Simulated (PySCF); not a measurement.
C4H10.

```xyz
14

C     -1.2637    -0.7296    -0.0952
C      0.0000     0.0000     0.3715
C      0.0000     1.4592    -0.0952
C      1.2637    -0.7296    -0.0952
H     -2.1759    -0.2278     0.2665
H     -1.3140    -0.7586    -1.1975
H     -1.2852    -1.7704     0.2665
H      0.0000     0.0000     1.4778
H     -0.8906     1.9983     0.2665
H      0.0000     1.5173    -1.1975
H      0.8906     1.9983     0.2665
H      2.1759    -0.2278     0.2665
H      1.2852    -1.7704     0.2665
H      1.3140    -0.7586    -1.1975
```
Charge 0, spin multiplicity 1.

Geometry: B3LYP-D3(BJ)/def2-SVP.

Method: PBE0/pcSseg-1 (PySCF). Non-relativistic, no solvent.

**Question.** Give the absolute GIAO shielding of each atom: isotropic value and principal components (ppm). (The exact figures need the calculation; the answer reports its results.)

**Answer.** 
| atom | σ(iso) | σ11 | σ22 | σ33 | span |
|---|---|---|---|---|---|
| C1 | 158.3 | 142.5 | 147.5 | 184.9 | 42.4 |
| C2 | 157.7 | 156.5 | 158.3 | 158.3 | 1.8 |
| C3 | 158.3 | 142.5 | 147.5 | 184.9 | 42.4 |
| C4 | 158.3 | 142.5 | 147.5 | 184.9 | 42.4 |
| H5 | 30.2 | 26.1 | 27.8 | 36.6 | 10.5 |
| H6 | 30.6 | 27.7 | 28.6 | 35.6 | 7.9 |
| H7 | 30.2 | 26.1 | 27.8 | 36.6 | 10.5 |
| H8 | 29.7 | 26.9 | 26.9 | 35.3 | 8.4 |
| H9 | 30.2 | 26.1 | 27.8 | 36.6 | 10.5 |
| H10 | 30.6 | 27.7 | 28.6 | 35.6 | 7.9 |
| H11 | 30.2 | 26.1 | 27.8 | 36.6 | 10.5 |
| H12 | 30.2 | 26.1 | 27.8 | 36.6 | 10.5 |
| H13 | 30.2 | 26.1 | 27.8 | 36.6 | 10.5 |
| H14 | 30.6 | 27.7 | 28.6 | 35.6 | 7.9 |
